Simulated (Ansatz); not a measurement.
The input, for Ansatz 0.2.0:

```yaml
crystal:
  periodic: [false, false, false]
  atoms:
    - {symbol: H, position_ang: [-2.653666, 0.047936, 0.000000]}
    - {symbol: H, position_ang: [-1.735666, 0.047936, 0.000000]}
    - {symbol: Si, position_ang: [0.138334, 0.047936, 0.000000]}
    - {symbol: H, position_ang: [0.534768, -1.431577, 0.000000]}
basis:
  gaussian: {orbitals: 6-31G}
magnetization: {spin_polarized: false, initial_magnetization: 1}
correlation: {method: ccsdtq, electrons: outside_noble_gas}
```

```sh
$ ansatz run in.yaml --threads 1 --pin off --events-out ev --progress --plain --max-ram 2393MiB
```

The program prints:

```
388 factors; integrals over basis functions are off by at most 9.6e-8 eV
mean field evaluation 1: about -7904.0774 eV, gradient 7.4e0 eV
mean field evaluation 2: about -7904.0769 eV, gradient 7.4e0 eV
mean field evaluation 4: about -7904.4718 eV, gradient 3.2e-1 eV
mean field evaluation 8: about -7904.4727 eV, gradient 1.1e-4 eV
mean field evaluation 16: about -7903.6718 eV, gradient 5.3e0 eV
mean field evaluation 32: about -7904.2365 eV, gradient 1.4e0 eV
mean field evaluation 64: about -7901.1922 eV, gradient 4.6e-4 eV
mean field evaluation 96: about -7901.1934 eV, gradient 1.4e-1 eV
mean field -7904.47270353 eV, -290.4840140107 hartree, gradient 1.7e-6 eV, S^2 0.750000; 7 other end points of the search recorded, 0 dependent functions left out
mean field evaluation 128: about -7904.4798 eV, gradient 8.7e-1 eV
determinant -7904.47270353 eV, -290.4840140107 hartree, with singles and doubles -7906.61034937 eV, -290.5625710463 hartree
determinant -7904.03315306 eV, -290.4678608287 hartree, with singles and doubles -7906.19401969 eV, -290.5472712128 hartree
determinant -7901.19223786 eV, -290.3634591209 hartree, with singles and doubles -7903.38258547 eV, -290.4439529111 hartree
determinant -7904.47270353 eV, -290.4840140107 hartree, with singles and doubles -7906.61012275 eV, -290.5625627182 hartree
determinant -7904.03315306 eV, -290.4678608287 hartree, with singles and doubles -7906.19422165 eV, -290.5472786349 hartree
5 core orbitals not correlated: weight in the atoms' cores, before any rotation towards them, 1.000 or more for the frozen orbitals, at most 0.000 for the correlated occupied ones
reference -7904.47270353 eV, -290.4840140107 hartree; 4, 3 occupied and 10, 11 virtual orbitals, 388 factors
second order -1.44075207 eV of doubles, -0.02198757 eV of singles
cycle   1  -1.87920071 eV  change   -4.2e-1 eV  update   6.4e-2
cycle   2  -2.14396071 eV  change   -2.6e-1 eV  update   3.1e-2
cycle   3  -2.15814811 eV  change   -1.4e-2 eV  update   9.5e-3
cycle   4  -2.16446639 eV  change   -6.3e-3 eV  update   5.3e-3
cycle   5  -2.16621620 eV  change   -1.7e-3 eV  update   2.9e-3
cycle   6  -2.16566939 eV  change    5.5e-4 eV  update   1.2e-3
cycle   7  -2.16616589 eV  change   -5.0e-4 eV  update   7.3e-4
cycle   8  -2.16654703 eV  change   -3.8e-4 eV  update   4.8e-4
cycle   9  -2.16628285 eV  change    2.6e-4 eV  update   3.4e-4
cycle  10  -2.16637781 eV  change   -9.5e-5 eV  update   2.6e-4
cycle  11  -2.16638535 eV  change   -7.5e-6 eV  update   1.9e-4
cycle  12  -2.16651160 eV  change   -1.3e-4 eV  update   1.0e-4
cycle  13  -2.16644587 eV  change    6.6e-5 eV  update   4.9e-5
cycle  14  -2.16642039 eV  change    2.5e-5 eV  update   3.2e-5
cycle  15  -2.16641629 eV  change    4.1e-6 eV  update   1.9e-5
cycle  16  -2.16642835 eV  change   -1.2e-5 eV  update   1.3e-5
cycle  17  -2.16643409 eV  change   -5.7e-6 eV  update   4.5e-6
cycle  18  -2.16643390 eV  change    1.9e-7 eV  update   2.9e-6
cycle  19  -2.16643277 eV  change    1.1e-6 eV  update   8.8e-7
cycle  20  -2.16643241 eV  change    3.7e-7 eV  update   6.7e-7
Total energy: -7906.63913594 eV, -290.5636289331 hartree
```

For the same geometry and basis full CI lies 0.1 meV lower.

Ran on 1 thread of Arm Neoverse V1, shared host: 9.5 s wall, 0.12 GiB peak host memory.
